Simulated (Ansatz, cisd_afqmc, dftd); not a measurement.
Barrier from PH2 (SMILES [PH2], doublet) + H2 (SMILES [H][H]) to the saddle point below; all geometries are those of the HTBH38 set.
```
P
H 1 1.4140
H 1 1.4140 2 93.50
H 1 1.4844 2 92.53 3 92.73
H 4 1.2642 1 166.75 2 -43.08
```
Charge 0, spin multiplicity 2.

Quantity: barrier height (electronic, no zero-point energy), in kcal/mol. Radicals and triplets start from unrestricted determinants; spin-orbit coupling is neglected. Cores are frozen in correlated methods. Rows without X2C or -DK are non-relativistic. AFQMC/CISD: phaseless, guided by CISD from CCSD amplitudes; bars are statistical, one sigma. Outlying blocks are dropped, and bars are widened where a walk drifts. Over all cases where full CI ran beside it in this data, AFQMC minus full CI had a median of +0.1 mEh and passed +0.4 mEh in a tenth of the cases. CBS(X,Y): correlation extrapolated as X^-3, Hartree-Fock from the larger set. A bracket is a step between two methods taken in the basis named. The functionals are non-relativistic, so their misses hold any scalar relativity. '+ core + X2C': CCSD(T) terms for core correlation (cc-pwCVTZ, 1s frozen past Ne) and scalar relativity (cc-pVTZ-DK). Where a partner has so few electrons that a lower coupled-cluster level is exact, that level stands in. The UHF reference of H4P (saddle point or complex, doublet) is spin-contaminated (<S^2> up to 0.03 over the pure value in the sets run).

Published benchmark value: 23.2 kcal/mol (Zhao et al., J. Phys. Chem. A 109, 2012 (2005), HTBH38), a best estimate, not a measurement.

```json
[
 {"level": "r2SCAN-D3(BJ)/def2-TZVPD", "program": "Ansatz + dftd3", "barrier height (kcal/mol)": "20.0", "difference against that value": "-3.2"},
 {"level": "CCSD/aug-cc-pV(Q+d)Z", "program": "Ansatz", "barrier height (kcal/mol)": "26.3", "difference against that value": "3.1"},
 {"level": "CCSD(T)/aug-cc-pV(Q+d)Z", "program": "Ansatz", "barrier height (kcal/mol)": "25.0", "difference against that value": "1.8"},
 {"level": "CCSD(T)/CBS(aug-cc-pV(T+d)Z,aug-cc-pV(Q+d)Z)", "program": "Ansatz", "barrier height (kcal/mol)": "24.7", "difference against that value": "1.5"},
 {"level": "CCSDT(Q)/aug-cc-pV(D+d)Z", "program": "Ansatz", "barrier height (kcal/mol)": "24.2", "difference against that value": "1.0"},
 {"level": "AFQMC/CISD/aug-cc-pV(T+d)Z", "program": "cisd_afqmc", "barrier height (kcal/mol)": "25.1 ± 0.2", "difference against that value": "1.9"},
 {"level": "CCSD(T)/CBS(aug-cc-pV(T+d)Z,aug-cc-pV(Q+d)Z) + [AFQMC/CISD - CCSD(T)]/aug-cc-pV(D+d)Z + core + X2C", "program": "Ansatz + cisd_afqmc", "barrier height (kcal/mol)": "24.3 ± 0.2", "difference against that value": "1.1"},
 {"level": "CCSD(T)/CBS(aug-cc-pV(T+d)Z,aug-cc-pV(Q+d)Z) + [CCSDT(Q) - CCSD(T)]/aug-cc-pV(D+d)Z + core + X2C", "program": "Ansatz", "barrier height (kcal/mol)": "24.5", "difference against that value": "1.3"}
]
```

Ansatz is a program for electronic structure.
